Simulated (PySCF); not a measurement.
Isomers of C4H7FO. The calculation used PBE0-D3(BJ)/def2-SVP geometry optimisation, gas phase (PySCF). Energies are electronic, without zero-point or thermal terms, for one conformer each. No frequencies were run at this level. Point groups hold within 0.08 Å.

Question: Rank from lowest to highest electronic energy at this level (kJ/mol).
A. `[CH2:1]=[C:2]([CH2:3][F:4])[O:5][CH3:6]` with C1–C2–C3–F4 -1°, C1–C2–O5–C6 -2°
B. `[CH3:1][O:2]/[CH:3]=[C:4](\[CH3:5])[F:6]` with C1–O2–C3–C4 146°

Answer: A (0.0), B (1.7).

Neighbours under 10 kJ/mol apart (C=C(CF)OC and CO/C=C(\C)F) can change places with a better method, another conformer or zero-point energy.

```csv
SMILES,E (Eh),E rel (kJ/mol),dipole (D),point group,"A, B, C (MHz)"
C=C(CF)OC,-331.05844,0.0,2.17,–,"8979, 2115, 1750"
CO/C=C(\C)F,-331.05779,1.7,1.80,C1,"7912, 1989, 1656"
```

Question: As an exercise, what shares would exp(−E/RT) give at 2000 K from these electronic energies alone (no entropy, no degeneracies)?

Answer: RT = 16.629 kJ/mol: C=C(CF)OC 52.6 %, CO/C=C(\C)F 47.4 %.
